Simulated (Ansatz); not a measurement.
Two isomers of C5H9N: A = `[C-]#[N+]C(C)(C)C`, B = `CCC(C)C#N`.

Program: Ansatz. Geometries: PBE0-D4/def2-TZVP. ΔE: electronic, gas phase. CBS: MP2 limit from def2 TZ/QZ plus the TZ coupled-cluster correction, frozen cores. DFT in def2-TZVPP. B3LYP here is the variant with VWN-RPA as its local correlation; programs differ in this. One conformer a species, not always the lowest.

(1) Which is lower in electronic energy at CCSD(T)/CBS, and by how much? (An estimate is asked.)

(2) Give E(B) − E(A) in kcal/mol with ωB97M-V, r2SCAN-D4, PBE0-D4, B3LYP-D4, B2PLYP, CCSD(T)/def2-TZVPP, BLYP-D4. (Best estimate.)

(3) Does the order hold for the free energy at 298.15 K (harmonic terms from PBE0-D4)? (An estimate is asked.)

Largest T1 diagnostic: 0.011.

Answers

(1) The calculation gave: B, by 17.8 kcal/mol.

(2) Ansatz gave: ωB97M-V -16.5, r2SCAN-D4 -18.6, PBE0-D4 -18.7, B3LYP-D4 -17.8, B2PLYP -19.2, CCSD(T)/def2-TZVPP -18.0, BLYP-D4 -18.1. None reverses the order clearly.

(3) Computed: Yes: G(B) − G(A) = -18.0 kcal/mol, for one conformer each.

From BLYP to BHLYP (50 % exact exchange), in def2-TZVPP and without D4, E(B) − E(A) moves by +2.3 kcal/mol. In def2-TZVPP, CCSD(T) changes the Hartree–Fock value by −2.9 kcal/mol (the triples alone add −0.0 kcal/mol) and MP2 by −4.8 kcal/mol.
